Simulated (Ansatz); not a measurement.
# C3H4FNO: the cost of one run

Program: Ansatz 0.2.0. Level of theory: RKS B3LYP-D4/cc-pVDZ. These are calculated values, not measurements.

## (1) The structure to begin with

Bond lengths: N1–C2 1.433 Å, C2–O3 1.407 Å, C2–C4 1.462 Å, C2–C5 1.453 Å, C4–C5 1.379 Å, C5–F6 1.340 Å, N1–H7 0.983 Å, N1–H8 0.990 Å, O3–H9 0.959 Å, C4–H10 1.015 Å. Angles (14 of 16 angles, heavy atoms first): N1–C2–O3 108.6°, N1–C2–C4 119.6°, N1–C2–C5 120.8°, O3–C2–C4 120.7°, O3–C2–C5 122.4°, C4–C2–C5 56.5°, C2–C4–C5 61.4°, C2–C5–C4 62.1°, C2–C5–F6 128.3°, C4–C5–F6 115.4°, C2–N1–H7 110.6°, C2–N1–H8 107.4°, C2–O3–H9 110.7°, C2–C4–H10 137.8°.

As a file:

```xyz
10

N    -1.1624   -0.8481    0.7294
C    -0.1014   -0.1444    0.0720
O     0.8601   -1.0784   -0.3563
C     0.3032    1.1728    0.5605
C    -0.3605    1.0920   -0.6456
F     0.2973    1.5953   -1.6987
H    -0.8308   -1.2969    1.5383
H    -1.5130   -1.5193    0.0916
H     1.4245   -0.6985   -1.0323
H     1.1660    1.6745    0.7442
```

## (2) End point A

File input.yaml:

```yaml
crystal:
  periodic: [false, false, false]
  atoms:
    - { symbol: "N", position_ang: [-1.1624, -0.8481, 0.7294] }
    - { symbol: C, position_ang: [-0.1014, -0.1444, 0.072] }
    - { symbol: O, position_ang: [0.8601, -1.0784, -0.3563] }
    - { symbol: C, position_ang: [0.3032, 1.1728, 0.5605] }
    - { symbol: C, position_ang: [-0.3605, 1.092, -0.6456] }
    - { symbol: F, position_ang: [0.2973, 1.5953, -1.6987] }
    - { symbol: H, position_ang: [-0.8308, -1.2969, 1.5383] }
    - { symbol: H, position_ang: [-1.513, -1.5193, 0.0916] }
    - { symbol: H, position_ang: [1.4245, -0.6985, -1.0323] }
    - { symbol: H, position_ang: [1.166, 1.6745, 0.7442] }
basis:
  gaussian: { orbitals: cc-pVDZ }
hamiltonian:
  xc: b3lyp
  dispersion: d4
relax:
  f_tol: 0.015
  max_steps: 40
output:
  orbitals: {}
```

Command:

```bash
> ansatz run input.yaml --threads 2 --pin off --max-ram 3072MiB --backend cpu --events-out ev --progress --plain --runs-dir out
```

**Question.** How long does this run take on 2 threads of Arm Neoverse V1, shared host, and how much memory does it need?

About 40 s, with a peak of 0.22 GiB.
